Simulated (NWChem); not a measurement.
# methyl formate (C2H4O2); SMILES COC=O

```xyz
8

C     -0.5252    -1.3244     0.0000
O      0.6848    -0.5441    -0.0001
C      0.5083     0.7866     0.0000
O     -0.5534     1.3599     0.0000
H     -1.1184    -1.1094    -0.8927
H     -0.2019    -2.3653     0.0053
H     -1.1233    -1.1020     0.8877
H      1.4937     1.2771     0.0002
```
Atoms are numbered in this order, from 1.

All runs: NWChem. Coordinates come from a B3LYP/6-31G* (spherical d) optimisation. Level PBE0/def2-SVPD: energy and gradient; each run changes one setting, and changes count from the defaults (medium grid, exact Coulomb integrals, symmetry on).

```
setting                              size of the energy change (μHa)  largest change of a gradient component (μHa/bohr)
-----------------------------------  -------------------------------  -------------------------------------------------
defaults                                                        < 10                                               < 30
Becke weights                                                   < 10                                               < 30
tight SCF thresholds and tolerances                             < 10                                                 30
symmetry off                                                    < 10                                        other frame
coarse grid                                                       30                                                200
```
